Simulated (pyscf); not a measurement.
Structures and frequencies: ωB97X-D3(BJ)/def2-SVP in PySCF.

Q: Estimate by transition-state theory the rate constant of •H₂Si–O–SiH₃ + F–CH₂–F → F–SiH₂–O–SiH₃ + •H₂C–F (doublet surface; C–F broken, F–Si formed) at 600 K, with ωB97M-D3(BJ)/def2-TZVP energies (ideal gas, 1 atm, RRHO with modes under 100 cm⁻¹ raised to 100, one conformer, R ln 2 for rigid chiral ones; no tunnelling).

A: The electronic barrier is 25.8 kcal/mol and the thermal terms add +21.4, so ΔG‡ = 47.2 kcal/mol. With k_BT/h = 1.25e+13 s⁻¹ and RT = 1.192 kcal/mol, and a volume of 8.18e-20 cm³ per molecule at 1 atm, k = 6.6e-24 cm³ molecule⁻¹ s⁻¹. Wigner's tunnelling factor for 1121i cm⁻¹ would be 1.30. A shift of 1 kcal/mol in the barrier changes k by a factor 2.3. One saddle was located; it need not be the lowest between these sides. The angle at the transferred F is 160°.
